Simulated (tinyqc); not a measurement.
G0W0 on RHF in the sto-6g basis, for H2F+, spin multiplicity 1, step by step. One step of it, computed by the program tinyqc.

Task: G0W0 on Hartree-Fock: LUMO. W(p,q,m) = sqrt2 sum_ia (pq|ia) (X+Y)_ia,m; Sigma_c(x) = sum_(i,m) W^2/(x - e_i + w_m) + sum_(a,m) W^2/(x - e_a - w_m); solve x = e_p + Sigma_c(x) by Newton steps; Z = 1/(1 - dSigma/dx); 1 hartree = 27.211386 eV.

orbital energies (hartree): MO1 -26.916169, MO2 -2.001477, MO3 -1.103605, MO4 -1.033296, MO5 -1.008429, MO6 -0.086282, MO7 0.032141

Two-electron integrals over orbitals (pq|rs), unique and non-zero (hartree):
```
(11|11) 5.381977    (21|11) -0.521592   (21|21) 0.081832    (22|11) 1.230857
(22|21) -0.021784   (22|22) 0.865798    (31|31) 0.018261    (32|31) 0.026032
(32|32) 0.153649    (33|11) 0.984928    (33|21) -0.008053   (33|22) 0.753569
(33|33) 0.722683    (41|11) 0.126289    (41|21) -0.017471   (41|22) 0.012362
(41|33) 0.004320    (41|41) 0.027796    (42|11) -0.101970   (42|21) 0.007800
(42|22) -0.008472   (42|33) -0.009434   (42|41) 0.029254    (42|42) 0.160030
(43|31) -0.003490   (43|32) 0.006778    (43|43) 0.049849    (44|11) 1.130211
(44|21) -0.013121   (44|22) 0.807073    (44|33) 0.698384    (44|41) -0.009657
(44|42) -0.083732   (44|44) 0.852104    (51|51) 0.030362    (52|51) 0.039316
(52|52) 0.184342    (53|53) 0.037995    (54|51) -0.008829   (54|52) -0.032585
(54|54) 0.051682    (55|11) 1.265986    (55|21) -0.013668   (55|22) 0.886967
(55|33) 0.741512    (55|41) 0.003155    (55|42) -0.054165   (55|44) 0.817557
(55|55) 0.998085    (61|11) 0.193523    (61|21) -0.032062   (61|22) 0.004229
(61|33) 0.001711    (61|41) -0.006625   (61|42) -0.019817   (61|44) 0.011742
(61|55) 0.004802    (61|61) 0.020114    (62|11) -0.269214   (62|21) 0.007319
(62|22) -0.137812   (62|33) -0.086792   (62|41) -0.018071   (62|42) -0.048499
(62|44) -0.088451   (62|55) -0.138968   (62|61) 0.006270    (62|62) 0.072887
(63|31) -0.003891   (63|32) 0.019991    (63|43) 0.018368    (63|63) 0.065441
(64|11) -0.300747   (64|21) 0.003841    (64|22) -0.162927   (64|33) -0.097925
(64|41) -0.004232   (64|42) 0.019890    (64|44) -0.165231   (64|55) -0.168882
(64|61) 0.000482    (64|62) 0.059027    (64|64) 0.091026    (65|51) -0.012030
(65|52) -0.046988   (65|54) -0.011193   (65|65) 0.023797    (66|11) 0.685210
(66|21) -0.005593   (66|22) 0.559932    (66|33) 0.541391    (66|41) 0.014611
(66|42) 0.063554    (66|44) 0.532001    (66|55) 0.537041    (66|61) -0.005348
(66|62) -0.053399   (66|64) -0.027893   (66|66) 0.537808    (71|31) -0.016739
(71|32) -0.023050   (71|43) 0.003289    (71|63) 0.003327    (71|71) 0.015354
(72|31) -0.017634   (72|32) -0.069757   (72|43) 0.021711    (72|63) 0.023969
(72|71) 0.015673    (72|72) 0.055529    (73|11) -0.425897   (73|21) 0.007798
(73|22) -0.217453   (73|33) -0.167974   (73|41) 0.001181    (73|42) 0.058309
(73|44) -0.193480   (73|55) -0.235552   (73|61) -0.004493   (73|62) 0.064032
(73|64) 0.099194    (73|66) -0.016998   (73|73) 0.163725    (74|31) 0.006986
(74|32) 0.053831    (74|43) -0.002900   (74|63) 0.045918    (74|71) -0.006403
(74|72) -0.009960   (74|74) 0.051377    (75|53) -0.025338   (75|75) 0.018913
(76|31) 0.008665    (76|32) 0.084134    (76|43) 0.053368    (76|63) 0.082062
(76|71) -0.007822   (76|72) 0.005889    (76|74) 0.065647    (76|76) 0.161544
(77|11) 0.755733    (77|21) -0.006641   (77|22) 0.590866    (77|33) 0.592348
(77|41) 0.003111    (77|42) 0.010573    (77|44) 0.566610    (77|55) 0.576828
(77|61) 0.001460    (77|62) -0.040271   (77|64) -0.028448   (77|66) 0.529742
(77|73) -0.058441   (77|77) 0.560210
```

excitation energies w (hartree): 0.968572  1.029332  1.062420  1.077733  1.232892  1.450766  2.082643  2.143261  26.870086  26.979008

X + Y:
```
            1          2          3         4          5          6          7          8
1>6  0.000000  -0.000264   0.000000  0.000000   0.000000   0.000750  -0.000793   0.000000
1>7  0.000000   0.000000  -0.000854  0.000000   0.000421   0.000000   0.000000  -0.002298
2>6  0.000000  -0.066296   0.000000  0.000000   0.000000  -0.247221   0.935335   0.000000
2>7  0.000000   0.000000  -0.057012  0.000000  -0.019106   0.000000   0.000000   0.973150
3>6  0.000000   0.000000   0.740275  0.000000   0.592904   0.000000   0.000000   0.028194
3>7  0.000000  -0.391387   0.000000  0.000000   0.000000   0.805106   0.134525   0.000000
4>6  0.000000   0.888890   0.000000  0.000000   0.000000   0.286470   0.083884   0.000000
4>7  0.000000   0.000000  -0.653615  0.000000   0.704148   0.000000   0.000000  -0.011029
5>6  0.975740   0.000000   0.000000  0.000000   0.000000   0.000000   0.000000   0.000000
5>7  0.000000   0.000000   0.000000  0.982608   0.000000   0.000000   0.000000   0.000000

             9         10
1>6   0.999252   0.000000
1>7   0.000000   0.999431
2>6   0.000067   0.000000
2>7   0.000000   0.000176
3>6   0.000000   0.000019
3>7  -0.000028   0.000000
4>6   0.000003   0.000000
4>7   0.000000  -0.000038
5>6   0.000000   0.000000
5>7   0.000000   0.000000
```

Give: The 12 largest terms at x = e_p; Newton steps; quasiparticle energy of the LUMO; Hartree-Fock value.

Result:

The 12 largest terms at x = e_p (hartree; W for the signs of X + Y given):
```
q  m        W       term
7  5   0.1340    -0.0133
4  6   0.1292     0.0070
3  5   0.1000     0.0044
4  7   0.1077     0.0038
2  7   0.1156     0.0033
6  7  -0.0772    -0.0029
2  6   0.0713     0.0015
4  2   0.0540     0.0015
5  1   0.0328     0.0006
7  3   0.0248    -0.0005
6  2  -0.0206  -4.14e-04
3  8   0.0349   3.85e-04
```

Newton steps (hartree):
```
step        x  Sigma_c(x)       Z
0     -0.0863      0.0059  0.9794
1     -0.0805      0.0058  0.9794
2     -0.0805      0.0058  0.9794
```

quasiparticle energy of the LUMO = -2.1899 eV

Hartree-Fock value = -2.3479 eV
